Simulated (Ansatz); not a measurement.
Reaction (SMILES): [F][Al][F] → Al atom + 2 F atom
B3LYP-D3(BJ)/def2-TZVP geometries, fixed; electronic energies without zero-point terms.
Largest species:
```
Al
F 1 1.6531
F 1 1.6531 2 119.88
```
Charge 0, spin multiplicity 2.

The atomisation energy at MP2 with Ansatz (a first-principles code), in kcal/mol, split into its Hartree-Fock and correlation parts. Cores are frozen. Open shells are unrestricted. No added dispersion term, no relativity. Functions are those of the species that has most.

```json
[
 {"basis": "aug-cc-pV(D+d)Z", "X": "2", "functions": "78", "Hartree-Fock": "200.48", "MP2": "274.90"},
 {"basis": "aug-cc-pV(T+d)Z", "X": "3", "functions": "147", "Hartree-Fock": "203.21", "MP2": "284.57"},
 {"basis": "aug-cc-pV(Q+d)Z", "X": "4", "functions": "249", "Hartree-Fock": "205.13", "MP2": "289.70"}
]
```

Worked estimate of the basis-set limit from each neighbouring pair, with Hartree-Fock from the larger set and the correlation part extrapolated as X^-3.
Correlation parts: X = 2: 74.42, X = 3: 81.36, X = 4: 84.57.
- (2,3): (27·(81.36) - 8·(74.42))/19 = 84.28; with Hartree-Fock 203.21 the estimate is 287.49 kcal/mol.
- (3,4): (64·(84.57) - 27·(81.36))/37 = 86.91; with Hartree-Fock 205.13 the estimate is 292.04 kcal/mol.
The last two estimates differ by 4.55 kcal/mol; the largest set lies 2.34 from the last. Over the last step Hartree-Fock moves by 1.92 and the correlation part by 3.21.
